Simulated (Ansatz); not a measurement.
Input for Ansatz (development build ahead of 0.2.0):

```yaml
crystal:
  periodic: [false, false, false]
  atoms:
    - { symbol: C, position_ang: [-0.65102, -0.17365, -0.18993] }
    - { symbol: C, position_ang: [0.65922, 0.16184, 0.20244] }
    - { symbol: H, position_ang: [-0.83248, -0.55146, -1.17945] }
    - { symbol: H, position_ang: [-1.46301, -0.04871, 0.50267] }
    - { symbol: H, position_ang: [1.47193, 0.04024, -0.48999] }
    - { symbol: H, position_ang: [0.83927, 0.53764, 1.19293] }
basis:
  gaussian: { orbitals: def2-SVP }
total_charge: 1
magnetization:
  spin_polarized: true
  initial_magnetization: 1
hamiltonian:
  xc: hf
output:
  forces: true
```

The input is written out in the form of the current development build from the run's settings.

The run gave:

```
Converged                       : yes
Total energy                    : -77.65211 hartree
Spin squared of the determinant : 0.754
Stability test                  : minimum
```

Forces (eV/Å):
```tsv
atom	Fx	Fy	Fz
C1	0.759	0.200	0.227
C2	-0.760	-0.197	-0.228
H3	-0.229	-0.156	-0.340
H4	-0.419	-0.013	0.149
H5	0.415	0.010	-0.149
H6	0.234	0.157	0.342
```
